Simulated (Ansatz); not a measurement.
Relaxation of BH5S (7 atoms, charge 0, multiplicity 1), to a largest force component of 0.03 eV/Å in at most 50 steps.

Computed with RKS PBE/def2-SVP (Ansatz).

```xyz
7
Properties=species:S:1:pos:R:3
B 0.063 -0.533 -0.311
H -0.045 0.228 1.958
H 1.050 0.162 -0.344
H -1.049 -0.122 -0.556
S 0.364 -2.330 0.016
H -0.929 -2.760 -0.049
H 0.011 -0.483 1.829
```

Where does it end, and by what steps?

It converged. The force dipped under the threshold on the way, but the program's further checks kept it going. After 30 steps the energy has fallen by 0.239 eV; H2 moved furthest, 1.48 Å.

```
step  energy less start (eV)  largest force component (eV/Å)  accepted
   0                  0.0000                           1.908       yes
   2                 -0.1848                           0.547       yes
   4                 -0.2233                           0.086       yes
   6                 -0.2273                           0.049       yes
   8                 -0.2280                           0.011       yes
  10                 -0.2291                           0.093       yes
  12                 -0.2293                           0.286        no
  14                 -0.2287                           0.241        no
  16                 -0.2318                           0.078       yes
  18                 -0.2326                           0.045       yes
  20                 -0.2338                           0.081       yes
  22                 -0.2348                           0.129       yes
  24                 -0.2326                           0.240        no
  26                 -0.2373                           0.049       yes
  28                 -0.2382                           0.116       yes
  30                 -0.2389                           0.016       yes
```

```xyz
7
Properties=species:S:1:pos:R:3
B 0.118 -0.699 -1.076
H -0.202 0.108 3.426
H 1.119 -0.093 -1.392
H -0.977 -0.450 -1.533
S 0.360 -1.998 0.115
H -0.929 -2.434 0.224
H -0.024 -0.270 2.780
```

Whether the end is a true minimum wasn't checked by a vibrational analysis.

Time of the run: 14 s on 1 thread of Intel(R) Xeon(R) 6975P-C (Granite Rapids), with other jobs on the host, peak memory 0.14 GiB.
